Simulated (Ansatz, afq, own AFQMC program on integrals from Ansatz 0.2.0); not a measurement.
Two steps: Ansatz 0.2.0 writes the Fock matrix and Cholesky factors of the valence space, and afq projects on them the lowest state that overlaps trial and start.

```yaml
crystal:
  periodic: [false, false, false]
  atoms:
    - {symbol: Ni, position_ang: [0.000000, 0.000000, 0.518829]}
    - {symbol: O, position_ang: [0.000000, 0.000000, -1.627289]}
    - {symbol: H, position_ang: [0.000000, 0.779808, -2.190693]}
    - {symbol: H, position_ang: [0.000000, -0.779808, -2.190693]}
basis:
  gaussian: {orbitals: def2-TZVP}
total_charge: 1
magnetization: {spin_polarized: true, initial_magnetization: 3}
correlation: {method: ccsd_t, electrons: outside_noble_gas, hamiltonian_folder: ham}
```

```sh
$ ansatz run in.yaml --threads 1 --pin off --events-out ev --progress --plain --max-ram 24576MiB --backend cuda --devices 0, --max-vram 18GiB
```

afq runs on the folder ham with

```
--method phaseless --trial cisd --walkers 3400 --populations 20 --least-time 60 --time-step 0.005 --steps-per-block 50 --equilibration-blocks 40 --max-blocks 4000 --target-error 0.00024 --factor-cut 1e-05 --start spin_pure --seed 6045 --release-times 0.24,0.6,1.2,1.8,2.6 --release-step 0.04 --release-every 4 --taylor-order 6
```

Times are imaginary, in 1/Eh. The walk had a cap of 367 s. With eight or more populations the least sampling time is a fifth of least-time, and the error comes from their spread.

afq prints:

```
orbitals 78  electrons 10 7  factors 617 of 744
reference energy -1582.69567154 Eh
CCSD correlation -0.48079607 Eh in 18 cycles, weight of the determinant in the CISD state 0.9044
energy of the start -1583.176473 Eh
 block  time / (1/Eh)  mean weight  energy / Eh
     1     0.250  0.9998  -1583.174996
     2     0.500  1.0003  -1583.181387
     3     0.750  1.0007  -1583.184479
     4     1.000  1.0003  -1583.185880
     5     1.250  1.0003  -1583.186959
    10     2.500  1.0003  -1583.188242
    25     6.250  1.0001  -1583.187917
    31     7.750  0.9988  -1583.189889
    40    10.000  0.9999  -1583.188577
    55    13.750  0.9998  -1583.188271
    58    14.500  0.9995  -1583.186190
    70    17.500  0.9994  -1583.188142
    85    21.250  0.9999  -1583.186341
   100    25.000  1.0008  -1583.189475
   115    28.750  0.9998  -1583.189405
   130    32.500  1.0003  -1583.188094
   139    34.750  1.0006  -1583.189000
error from the spread of 20 populations
released: time / (1/Eh)  energy / Eh  error  mean overlap
  0.24  -1583.188190  0.000150  0.9949
  0.60  -1583.188382  0.000190  0.9834
  1.20  -1583.188317  0.000215  0.9760
  1.80  -1583.188608  0.000359  0.9483
  2.60  -1583.188197  0.000528  0.9488
energy -1583.188313 +/- 0.000143 Eh
(rows thinned)
```

The run passed its tests (sampling time, drift between the halves within three errors, error under three times the target), which doesn't prove that it has relaxed, ending at its cap on processor time.

Against this walk (error 3.9 meV) on the same determinant: CCSD(T) 14.6 meV higher. The error is statistical and leaves out the bias of the constraint. Released to 1.20 1/Eh the energy moves by 0 ± 7 meV (both errors), within twice the noise.

Cautions: constraint bias not in the error; no relativity below Rb; outer-core shells of the metal frozen; lower spins were not checked; higher spins were not checked.

The walk took 6.4 min on 1 × NVIDIA H100 80GB HBM3 with 2 threads of AMD EPYC 7R13 Processor (Zen 3) (shared host) (the card was shared). The log's last line is the phaseless energy.

A walk keeps the symmetry of its determinant, which the program's search chose and which needn't be the lowest solution, so a lower state of the same spin and another symmetry isn't excluded.
